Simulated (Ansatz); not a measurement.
## Nudged elastic band run: CH₆AlF

The input (input.yaml):

```yaml
crystal:
  periodic: [false, false, false]
  atoms:
    - { symbol: Al, position_ang: [-0.006946, -0.470354, -0.236852] }
    - { symbol: C, position_ang: [-0.089568, -0.195036, 2.478328] }
    - { symbol: H, position_ang: [-1.103528, 0.145898, 2.752165] }
    - { symbol: H, position_ang: [0.536492, -0.330652, 3.379999] }
    - { symbol: H, position_ang: [0.409413, 0.582807, 1.859335] }
    - { symbol: H, position_ang: [1.401449, 0.234102, -0.483745] }
    - { symbol: H, position_ang: [-1.437365, 0.216951, -0.372222] }
    - { symbol: F, position_ang: [0.010334, -2.161011, -0.133342] }
    - { symbol: H, position_ang: [-0.15068, -1.182406, 1.971533] }
basis:
  gaussian: { orbitals: def2-SVP }
hamiltonian:
  xc: pbe
neb:
  order_check: false
  images: 5
  f_tol: 0.03
  max_iterations: 60
  final_atoms:
    - { symbol: Al, position_ang: [0.02531215, -0.48326554, -0.24515497] }
    - { symbol: C, position_ang: [-0.1076631, -0.18598773, 2.48380159] }
    - { symbol: H, position_ang: [-1.07911939, -0.01693853, 2.98199659] }
    - { symbol: H, position_ang: [0.71102978, -0.25585139, 3.22313832] }
    - { symbol: H, position_ang: [0.10608494, 0.68606099, 1.82947583] }
    - { symbol: H, position_ang: [1.49070986, 0.1270046, -0.3802439] }
    - { symbol: H, position_ang: [-1.34334665, 0.29474962, -0.48733309] }
    - { symbol: F, position_ang: [-0.07797962, -2.17081974, -0.13029643] }
    - { symbol: H, position_ang: [-0.15542696, -1.15465328, 1.93981507] }
  initial_path:
    images:
      - { positions_ang: [[-0.006946, -0.470354, -0.236852], [-0.089568, -0.195036, 2.478328], [-1.103528, 0.145898, 2.752165], [0.536492, -0.330652, 3.379999], [0.409413, 0.582807, 1.859335], [1.401449, 0.234102, -0.483745], [-1.437365, 0.216951, -0.372222], [0.010334, -2.161011, -0.133342], [-0.15068, -1.182406, 1.971533]] }
      - { positions_ang: [[0.00842863, -0.32278555, -0.15968535], [-0.06986241, -0.12226922, 2.42323329], [-1.08311633, 0.00617898, 2.72141768], [0.59833691, -0.44808729, 3.16063553], [0.33812654, 0.73867202, 2.1289005], [1.40528644, 0.13913297, -0.57053797], [-1.38750532, 0.13172506, -0.52331519], [-0.07445475, -2.06849708, 0.12938233], [-0.16563872, -1.2137709, 1.90516818]] }
      - { positions_ang: [[0.02380326, -0.1752171, -0.0825187], [-0.05015682, -0.04950244, 2.36813858], [-1.06270466, -0.13354004, 2.69067036], [0.66018183, -0.56552257, 2.94127205], [0.26684008, 0.89453705, 2.398466], [1.40912388, 0.04416395, -0.65733095], [-1.33764563, 0.04649913, -0.67440838], [-0.1592435, -1.97598316, 0.39210667], [-0.18059744, -1.24513581, 1.83880336]] }
      - { positions_ang: [[0.0391779, -0.02764865, -0.00535205], [-0.03045122, 0.02326433, 2.31304388], [-1.042293, -0.27325907, 2.65992304], [0.72202674, -0.68295786, 2.72190858], [0.19555363, 1.05040207, 2.66803151], [1.41296132, -0.05080508, -0.74412392], [-1.28778595, -0.03872681, -0.82550157], [-0.24403225, -1.88346924, 0.654831], [-0.19555617, -1.27650071, 1.77243854]] }
      - { positions_ang: [[0.03455598, -0.17952095, -0.08528635], [-0.05618852, -0.04648635, 2.36996311], [-1.05456846, -0.18781889, 2.76728089], [0.71836109, -0.54058904, 2.88898516], [0.16573073, 0.92895504, 2.38851295], [1.4388775, 0.00846482, -0.62283058], [-1.30630618, 0.072432, -0.71277874], [-0.18868137, -1.97925274, 0.39312186], [-0.18217976, -1.2358849, 1.82823072]] }
      - { positions_ang: [[0.02993406, -0.33139324, -0.16522066], [-0.08192581, -0.11623704, 2.42688235], [-1.06684393, -0.10237871, 2.87463874], [0.71469544, -0.39822021, 3.05606174], [0.13590784, 0.80750802, 2.10899439], [1.46479368, 0.06773471, -0.50153724], [-1.32482642, 0.18359081, -0.60005591], [-0.13333049, -2.07503624, 0.13141271], [-0.16880336, -1.19526909, 1.88402289]] }
      - { positions_ang: [[0.02531215, -0.48326554, -0.24515497], [-0.1076631, -0.18598773, 2.48380159], [-1.07911939, -0.01693853, 2.98199659], [0.71102978, -0.25585139, 3.22313832], [0.10608494, 0.68606099, 1.82947583], [1.49070986, 0.1270046, -0.3802439], [-1.34334665, 0.29474962, -0.48733309], [-0.07797962, -2.17081974, -0.13029643], [-0.15542696, -1.15465328, 1.93981507]] }
```

Run as:

```bash
$ ansatz run input.yaml --threads 2 --pin off --max-ram 3072MiB --backend cpu --events-out ev --progress --plain --runs-dir out
```

Output, in part (warnings, iteration lines, the closing report on the highest movable image, with atoms numbered from 0):

```
NEB end point (image 0): max|allowed force component| = 1.089e-2 eV/Å (the criterion of neb.relax_end_points is 1.000e-2)
NEB end point (image 6): max|allowed force component| = 6.017e-3 eV/Å (the criterion of neb.relax_end_points is 1.000e-2)
NEB iter   1: max|band force component| = 5.995e0 eV/Å  barrier→ = 2.6412 eV  barrier← = 2.6397 eV  Δτ_max = 0.2000 Å  (168 SCF iters)
NEB iter   2: max|band force component| = 2.326e0 eV/Å  barrier→ = 1.7566 eV  barrier← = 1.7551 eV  Δτ_max = 0.2000 Å  (142 SCF iters)
NEB iter   3: max|band force component| = 1.483e0 eV/Å  barrier→ = 1.6021 eV  barrier← = 1.6007 eV  Δτ_max = 0.2000 Å  (134 SCF iters)
NEB iter   4: max|band force component| = 1.300e0 eV/Å  barrier→ = 1.3974 eV  barrier← = 1.3959 eV  Δτ_max = 0.2000 Å  (130 SCF iters)
NEB iter   5: max|band force component| = 2.353e0 eV/Å  barrier→ = 1.1147 eV  barrier← = 1.1132 eV  Δτ_max = 0.1003 Å  (138 SCF iters)
NEB iter   6: max|band force component| = 1.786e0 eV/Å  barrier→ = 0.7958 eV  barrier← = 0.7943 eV  Δτ_max = 0.1943 Å  (129 SCF iters)
NEB iter   7: max|band force component| = 3.025e0 eV/Å  barrier→ = 0.5289 eV  barrier← = 0.5274 eV  Δτ_max = 0.0993 Å  (133 SCF iters)
NEB iter   8: max|band force component| = 1.194e0 eV/Å  barrier→ = 0.2613 eV  barrier← = 0.2598 eV  Δτ_max = 0.1933 Å  (127 SCF iters)
NEB iter   9: max|band force component| = 1.245e0 eV/Å  barrier→ = 0.1286 eV  barrier← = 0.1271 eV  Δτ_max = 0.1961 Å  (128 SCF iters)
NEB iter  10: max|band force component| = 8.552e-1 eV/Å  barrier→ = 0.1137 eV  barrier← = 0.1122 eV  Δτ_max = 0.2000 Å  (128 SCF iters)
NEB iter  11: max|band force component| = 5.348e-1 eV/Å  barrier→ = 0.0125 eV  barrier← = 0.0111 eV  Δτ_max = 0.1793 Å  (125 SCF iters)
NEB iter  12: max|band force component| = 2.388e-1 eV/Å  barrier→ = 0.0047 eV  barrier← = 0.0033 eV  CI = image 2  Δτ_max = 0.1174 Å  (128 SCF iters)
NEB iter  13: max|band force component| = 5.454e-1 eV/Å  barrier→ = 0.0528 eV  barrier← = 0.0513 eV  CI = image 3  Δτ_max = 0.0599 Å  (131 SCF iters)
NEB iter  14: max|band force component| = 3.014e-1 eV/Å  barrier→ = 0.0205 eV  barrier← = 0.0190 eV  CI = image 3  Δτ_max = 0.0706 Å  (127 SCF iters)
NEB iter  15: max|band force component| = 3.346e-1 eV/Å  barrier→ = 0.0007 eV  barrier← = -0.0007 eV  CI = image 5  Δτ_max = 0.1185 Å  (120 SCF iters)
NEB iter  16: max|band force component| = 1.098e-1 eV/Å  barrier→ = 0.0010 eV  barrier← = -0.0005 eV  CI = image 3  Δτ_max = 0.0210 Å  (130 SCF iters)
NEB iter  17: max|band force component| = 3.062e-2 eV/Å  barrier→ = 0.0011 eV  barrier← = -0.0004 eV  CI = image 5  Δτ_max = 0.0274 Å  (122 SCF iters)
NEB iter  18: max|band force component| = 1.482e-2 eV/Å  barrier→ = 0.0013 eV  barrier← = -0.0002 eV  CI = image 5  Δτ_max = 0.0000 Å  (253 SCF iters)
Total energy: -10436.84062049 eV, -383.5468184582 hartree
Atom 0 at     0.015294    -0.481766    -0.243816 Å, force     0.003378     0.001306    -0.001862 eV/Å
Atom 1 at    -0.100021    -0.186424     2.482989 Å, force    -0.001667     0.000733    -0.001760 eV/Å
Atom 2 at    -1.079946    -0.008385     2.960822 Å, force    -0.000664     0.000759     0.000284 eV/Å
Atom 3 at     0.701636    -0.268927     3.239718 Å, force    -0.002277    -0.000676    -0.000620 eV/Å
Atom 4 at     0.139985     0.684687     1.836627 Å, force     0.002760     0.000373     0.000736 eV/Å
Atom 5 at     1.478497     0.130068    -0.392711 Å, force    -0.000713     0.000922    -0.002103 eV/Å
Atom 6 at    -1.356626     0.294640    -0.470389 Å, force    -0.000442    -0.001249     0.003162 eV/Å
Atom 7 at    -0.083694    -2.169882    -0.134135 Å, force    -0.000640    -0.000431     0.000880 eV/Å
Atom 8 at    -0.145524    -1.153713     1.936093 Å, force     0.000264    -0.001738     0.001283 eV/Å
Dipole moment:     0.003310     0.292693     0.337360 e Å
```

The forces met the threshold. The highest image is an end point: on this band no image between the ends rises above it.

Final band:

| image | path coordinate (Å) | energy (kJ/mol) |
| --- | --- | --- |
| 0 | 0.00 | 0.0 |
| 1 | 0.10 | 0.0 |
| 2 | 0.21 | 0.0 |
| 3 | 0.31 | 0.0 |
| 4 | 0.41 | 0.1 |
| 5 | 0.51 | 0.1 |
| 6 | 0.57 | 0.1 |

Run time: 90 s on 2 threads of Arm Neoverse V1, with other jobs on the host, peak memory 0.13 GiB.
